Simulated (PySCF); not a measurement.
Gas-phase reaction: C2H6 = CH4 + CH2

Method: PySCF energies plus ideal-gas RRHO corrections (1 bar). 'Table' is the NASA 1993 thermochemical table (part measured, part estimated). † marks an energy on the PBE0/def2-TZVP geometry and frequencies; other levels use their own. CCSD(T) freezes the core. 6-31G* has spherical d functions here. Open shells (unrestricted): CH2 (multiplicity 3); the rest are closed-shell singlets. B3LYP is the form with VWN-RPA correlation. CCSD(T) isn't extrapolated to the basis-set limit; its ΔH°(298 K) is 387.1 kJ in def2-SVP and 390.9 kJ in def2-TZVPP. The harmonic model lacks anharmonicity and excited electronic states, which grow with temperature; levels with a mode under 35 cm⁻¹ are left out. Internal rotation in C2H6 is treated as a harmonic vibration of one conformer, which makes the entropy rough. The table's entry may be an old estimate for CH2 (not checked at source).

```
level                ΔH°(298 K), kJ  minus table  ΔG°(800 K), kJ
-------------------  --------------  -----------  --------------
table                         398.1            -           273.8
B3LYP/6-31G*                  401.3          3.2           274.9
CCSD(T)/def2-SVP†             387.1        -11.0           260.9
CCSD(T)/def2-TZVPP†           390.9         -7.2           264.7
HF/def2-TZVP†                 260.6       -137.5           134.4
PBE0/def2-QZVP†               396.1         -2.0           269.9
r2SCAN/def2-TZVP†             377.2        -20.9           251.1
ωB97M-V/def2-TZVP†            404.4          6.3           278.2
```
